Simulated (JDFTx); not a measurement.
Part of a log of JDFTx (a modified build) for pyrrole, C4H5N (SMILES c1cc[nH]c1), charge 0, multiplicity 1 (PBE, GBRV ultrasoft potentials, plane waves to 20/100 Ha):

```
unit cell volume = 7220.61
Chosen fftbox size, S = [  100  100  70  ]
unit cell volume = 7220.61
Chosen fftbox size, S = [  96  96  60  ]
  'C' pseudopotential, 'SLA  PW   PBE  PBE' functional
  4 valence electrons, 2 orbitals, 4 projectors, 721 radial grid points, with lMax = 1
  'N' pseudopotential, 'SLA  PW   PBE  PBE' functional
  5 valence electrons, 2 orbitals, 4 projectors, 729 radial grid points, with lMax = 1
  'H' pseudopotential, 'SLA  PW   PBX  PBC' functional
  1 valence electrons, 1 orbitals, 2 projectors, 615 radial grid points, with lMax = 0
Initialized 3 species with 10 total atoms.
Folded 1 k-points by 1x1x1 to 1 k-points.
nElectrons:  26.000000   nBands: 13   nStates: 1
average nbasis = 30801.000 , ideal nbasis = 30847.007
Correction to mu due to finite nuclear width = -0.00357272
   Cavity determined by rhoMin: 0.0001  rhoMax: 0.0015
   Effective cavity tension: 1.60576e-06 Eh/bohr^2 and pressure: 0 Eh/bohr^3 to account for cavitation and dispersion.
[...]
	Linear fluid (dielectric constant: 78.4, screening length: 5.74355 Bohr) occupying 0.864222 of unit cell:	Completed after 32 iterations
[... later lines of the fluid solver are left out ...]
ElecMinimize: Iter:   0  Etot: -35.749904788154950  |grad|_K:  4.431e-05  alpha:  1.000e+00
ElecMinimize: Iter:   1  Etot: -35.750865049432036  |grad|_K:  2.422e-05  alpha:  1.221e+00  linmin: -3.643e-03
[... lines cut ...]
ElecMinimize: Iter:   6  Etot: -35.751179593579081  |grad|_K:  8.631e-07  alpha:  1.043e+00  linmin: -6.758e-04
ElecMinimize: Iter:   7  Etot: -35.751179863935391  |grad|_K:  4.468e-07  alpha:  9.064e-01  linmin:  6.836e-03
ElecMinimize: Iter:   8  Etot: -35.751179931525243  |grad|_K:  2.216e-07  alpha:  8.573e-01  linmin: -7.096e-02
ElecMinimize: Iter:   9  Etot: -35.751179955466341  |grad|_K:  1.430e-07  alpha:  1.151e+00  linmin: -5.777e-05
ElecMinimize: Converged (|Delta Etot|<1.000000e-07 for 2 iters).

# Energy components:
   A_diel =       -0.0081075656998090
   Eewald =       38.0158127897095284
       EH =       65.6658020877748498
     Eloc =     -153.7495024106786445
      Enl =        4.6732559377954104
      Exc =      -11.7629961103086806
 Exc_core =        0.2233203092935485
       KE =       21.1912350066474708
-------------------------------------
     Etot =      -35.7511799554663412


	eMin: -0.899135 at state 0 ( [ +0.000000 +0.000000 +0.000000 ] spin 0 )
	HOMO: -0.191390 at state 0 ( [ +0.000000 +0.000000 +0.000000 ] spin 0 )
```

Task: Which solvation model was used?
(A) SCCS (g09 parameters)
(B) linear PCM (GLSSA13)
(C) CANDLE
(D) soft-sphere model

Result: A, SCCS (g09 parameters). The liquid was water (dielectric constant 78.4), 1 M KCl.
